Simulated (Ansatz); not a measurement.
# AlH5O: vertical and adiabatic energies of changing the electron count

Aim: vertical and adiabatic energies of changing the electron count, for AlH5O, run from a script. SMILES: [OH2+][AlH3-].

Program: the Python package of Ansatz 0.2.0. Level of theory: PBE0/def2-TZVP. These are calculated values, not measurements.

### 1 The structure

Bond lengths: O1–Al2 1.864 Å, O1–H3 0.976 Å, O1–H4 0.992 Å, Al2–H5 1.613 Å, Al2–H6 1.604 Å, Al2–H7 1.624 Å. Angles: O1–Al2–H5 109.1°, O1–Al2–H6 111.7°, O1–Al2–H7 107.9°, H5–Al2–H6 109.4°, H5–Al2–H7 109.0°, H6–Al2–H7 109.6°, Al2–O1–H3 103.1°, Al2–O1–H4 102.7°, H3–O1–H4 112.0°.

The script holds or builds the structure itself.

### 2 The script

run_adiabatic.py reads:

```python
"""Vertical and adiabatic ionisation of AlH5O."""

import itertools

import ansatz
from ase import Atoms
from ase.data import atomic_numbers, covalent_radii
import numpy as np

atoms = Atoms(["O", "Al", "H", "H", "H", "H", "H"], positions=[
    [-0.3473, -1.1963, -0.1185],
    [0.0216, 0.6312, -0.1033],
    [-0.6207, -1.3738, 0.801],
    [0.5369, -1.5947, -0.3269],
    [0.4936, 1.0858, -1.5769],
    [-1.2588, 1.492, 0.3353],
    [1.236, 0.8878, 0.9436],
])
geometry = ansatz.Crystal.molecule_from_ase(atoms)

calculation = geometry.calculation()
calculation = calculation.basis(gaussian="def2-TZVP").functional("pbe0")
symbols = [site.symbol for site in geometry.cartesian_sites]
start = np.array([site.position_ang for site in geometry.cartesian_sites], dtype=float)
report = calculation.relax(force_tolerance=0.01).run().report
end = np.array(report["positions_ang"])

minimum = ansatz.Crystal.molecule()
for symbol, place in zip(symbols, end):
    minimum = minimum.atom(symbol, place.tolist())
ion = (
    minimum.calculation()
    .basis(gaussian="def2-TZVP")
    .functional("pbe0")
    .charge(1)
    .spin("collinear", total=1)
)
vertical = ion.run().report
settled = ion.relax(force_tolerance=0.01, max_steps=80).run().report
print(f"vertical ionisation energy   {vertical['free_energy_ev'] - report['free_energy_ev']:.3f} eV")
print(f"adiabatic, no zero point     {settled['free_energy_ev'] - report['free_energy_ev']:.3f} eV")
print(f"relaxation energy of the ion {vertical['free_energy_ev'] - settled['free_energy_ev']:.3f} eV")
ionised = np.array(settled["positions_ang"])
# pairs closer than 1.2 times the sum of covalent radii, before or after
radius = [covalent_radii[atomic_numbers[s]] for s in symbols]
span = lambda where, i, j: np.linalg.norm(where[i] - where[j])
bonded = [(i, j) for i, j in itertools.combinations(range(len(symbols)), 2) if min(span(end, i, j), span(ionised, i, j)) < 1.2 * (radius[i] + radius[j])]
print("pair        before    after (A)")
for i, j in bonded:
    print(f"{symbols[i]}{i}-{symbols[j]}{j}".ljust(10), f"{span(end, i, j):8.4f} {span(ionised, i, j):8.4f}")
for first, second in list(itertools.combinations(bonded, 2)):
    shared = set(first) & set(second)
    if shared and symbols[(j := shared.pop())] != "H":
        i, k = sorted((set(first) | set(second)) - {j})
        u, v = ionised[i] - ionised[j], ionised[k] - ionised[j]
        angle = np.degrees(np.arccos(np.clip(u @ v / np.linalg.norm(u) / np.linalg.norm(v), -1, 1)))
        print(f"final angle {symbols[i]}{i}-{symbols[j]}{j}-{symbols[k]}{k}: {angle:.2f} deg")
```

### 3 The input behind the calls

The engine receives this input (first run):

```yaml
crystal:
  periodic: [false, false, false]
  atoms:
    - { symbol: O, position_ang: [-0.3473, -1.1963, -0.1185] }
    - { symbol: Al, position_ang: [0.0216, 0.6312, -0.1033] }
    - { symbol: H, position_ang: [-0.6207, -1.3738, 0.801] }
    - { symbol: H, position_ang: [0.5369, -1.5947, -0.3269] }
    - { symbol: H, position_ang: [0.4936, 1.0858, -1.5769] }
    - { symbol: H, position_ang: [-1.2588, 1.492, 0.3353] }
    - { symbol: H, position_ang: [1.236, 0.8878, 0.9436] }
basis:
  gaussian:
    orbitals: def2-TZVP
hamiltonian:
  xc: pbe0
relax:
  f_tol: 0.01
```

### 4 Launch

Launch:

```console
$ python run_adiabatic.py
```

Q: Predict the main results. Wanted: vertical ionisation energy; adiabatic ionisation energy, no zero point.

The runs gave:

| quantity | value |
| --- | --- |
| vertical ionisation energy | 9.995 eV |
| adiabatic ionisation energy, no zero point | 8.925 eV |
| runs compared | 3 |

The ionisation energy is a difference of two total energies at the neutral geometry; letting the ion relax lowers it by 1.07 eV. In CPU time, run 3 cost about 11 times as much as run 2. Run 1: After 19 moves the largest shift is 0.678 Å, of atom 4 (H). Run 3: The relaxation took 12 moves; the largest shift is 0.755 Å, of atom 5 (H). The energies are electronic: no zero-point or thermal terms, and the basis set is short of its limit. The product may relax into another structure. The relaxation finds the nearest minimum, so the adiabatic value is an upper bound.
